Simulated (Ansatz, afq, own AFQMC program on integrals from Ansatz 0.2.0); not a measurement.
GeH4⁺, doublet in cc-pVDZ, levels against CCSDT(Q)

```tsv
atom	x (Å)	y (Å)	z (Å)
Ge	0.0089	0.0161	-0.0162
H	0.5702	1.0501	1.0164
H	-1.2401	-2.2408	2.2461
H	-0.5503	1.0470	-1.0530
H	0.5767	-1.0189	-1.0441
```

Basis cc-pVDZ. Noble-gas cores (and the filled d shells of Ga–Kr and In–Xe) are frozen. Integrals, coupled cluster, full CI and functionals: Ansatz 0.2.0; the random walks run on the same integrals in our own AFQMC program. The CISD trial takes its coefficients from CCSD amplitudes. Released means that phaseless walkers are propagated on without the constraint, phases kept. Uncertainties: one standard error, sampling alone. No spin–orbit coupling.

Determinant: UHF, the one that the program's search chose, which needn't be the lowest solution. The geometry is a point of a scan.

No full CI on the walks' own integrals is used here; CCSDT(Q) serves as the reference and is uncertain by about the last step of the cluster series.

Cautions: no relativity below Rb; no spin-orbit coupling; inner d shell frozen; the released energies are still falling, so no released level is given (meV from the phaseless value at times in 1/Eh: -1 ± 5 at 0.24, -3 ± 5 at 0.51, -4 ± 5 at 0.99, -10 ± 4 at 1.62, -15 ± 6 at 2.40), though the last usable value meets CCSDT(Q) within the noise.

```
T1 diagnostic                               : 0.0110
weight of the determinant in the CISD state : 0.926
⟨S²⟩ of the determinant                     : 0.750
size of the correlated space                : 7 electrons in 33 orbitals
```

```
  level  correlation energy (eV)
    MP2                  -2.3204
   CCSD                  -3.0347
CCSD(T)                  -3.0872
```

Question: Estimate where phaseless AFQMC with a CISD trial lies against CCSD(T) on the same integrals.

Answer: 0.11 ± 0.08 kcal/mol below CCSD(T). The gap is under twice the noise, so this walk alone can't tell the two apart.

Reference: CCSDT(Q), correlation energy -3.104 eV.

```csv
level,E − E(reference) (kcal/mol),share of correlation (%)
CCSD(T),0.39,99.46
CCSDT,0.03,99.96
ph-AFQMC/CISD,0.27 ± 0.08,99.62
```

A walk keeps the symmetry of its determinant, which the program's search chose and which needn't be the lowest solution, so a lower state of the same spin and another symmetry isn't excluded.
